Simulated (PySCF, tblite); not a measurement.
## A complex of phosphorus trifluoride and methylamine

A gas-phase complex of phosphorus trifluoride and methylamine; neutral, singlet. The structure comes from a short search (6 tight-binding starts) and was relaxed by PBE0-D3(BJ)/def2-SVPD; another way of binding may lie lower. No frequency run checks that it is a minimum.

```tsv
part	name	SMILES	atoms	charge	multiplicity
1	phosphorus trifluoride	FP(F)F	1–4	0	1
2	methylamine	CN	5–11	0	1
```

```xyz
11

F    -0.229   -1.162    0.911
P     0.511    0.271    0.743
F     0.862    0.017   -0.834
F    -0.801    1.165    0.410
C    -1.874    0.203    3.141
N    -0.458    0.528    3.053
H    -2.434    0.852    2.456
H    -2.294    0.314    4.154
H    -2.024   -0.832    2.810
H     0.102   -0.067    3.656
H    -0.277    1.490    3.326
```
Atoms count from 1 in this order.

```json
{"contact": "F3–P2···N6", "kind (by geometry)": "pnictogen bond", "distance (Å)": "2.518", "angle (°)": "169"}
```

Interaction energies are complex less parts, with the parts frozen as they stand in it; counterpoise-corrected, in kcal/mol (PySCF).

**Question.** Give the interaction energy at each level run.

**Answer.** 
```tsv
level	interaction	superposition error removed
wB97M-D3(BJ)/def2-SVPD	-8.06	-1.82
PBE0-D3(BJ)/def2-SVPD	-9.30	-1.85
```

**Question.** What holds them together? Decompose the wB97M-D3(BJ)/def2-SVPD energy: frozen parts, their antisymmetrised product, then relaxation.

**Answer.** electrostatic -28.9, Pauli repulsion +38.0, orbital relaxation -16.5, dispersion correction -2.6 kcal/mol, which sum to the value before the counterpoise correction; the Pauli term holds the exchange-correlation of the frozen density too. Of the attraction, 60 % is electrostatic, 34 % is orbital relaxation, 5 % is dispersion correction.

The parts were also relaxed and run alone, at the levels used for the complex: shieldings by PBE0/pcSseg-2; core levels by delta-SCF with SCAN, pcX-2 on the ionised atom and pcseg-1 elsewhere, spin-free X2C (2p3/2 is the spin-free 2p value less a third of a first-order spin-orbit splitting).

**Question.** How do these values change when the complex forms?

**Answer.** 
| property | alone | in the complex | change |
| --- | --- | --- | --- |
| F3–P2 bond (Å) | 1.607 | 1.635 | +0.028 |
| shielding of P2 (ppm) | 168.5 | 204.5 | +35.9 |
| shielding of N6 (ppm) | 244.4 | 209.9 | -34.5 |
| shielding of F3 (ppm) | 193.9 | 190.7 | -3.2 |
| F1 1s core level (eV) | 693.79 | 692.59 | -1.21 |
| P2 2p3/2 core level (eV) | 141.84 | 140.18 | -1.66 |
| N6 1s core level (eV) | 405.10 | 405.90 | +0.80 |
